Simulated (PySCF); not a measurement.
Homolysis of single bonds, series B Cl-CH3. All species are isolated molecules in the gas phase. Strings in code marks are SMILES.

The highest occupied spin orbital from two functionals at the same geometries (ωB97X-D3(BJ)/def2-TZVP), both in PySCF: PBE-D3(BJ)/def2-TZVP and ωB97X-D3(BJ)/def2-TZVP. 

```
species                        PBE-D3(BJ)/def2-TZVP (eV)  ωB97X-D3(BJ)/def2-TZVP (eV)
-----------------------------  -------------------------  ---------------------------
radical fragment (`Cl[B]Cl`)                       -5.13                        -8.77
radical fragment (`[Cl]`)                          -8.04                       -12.17
radical fragment (`[CH3]`)                         -5.38                        -9.18
radical fragment (`[B](C)Cl`)                      -4.44                        -8.02
```

Over these rows, drawn at random from the members with no instability flagged (it was tested for open shells, ions and some series alone), PBE minus ωB97X-D3(BJ): mean +3.79 eV, from +3.58 eV to +4.13 eV.
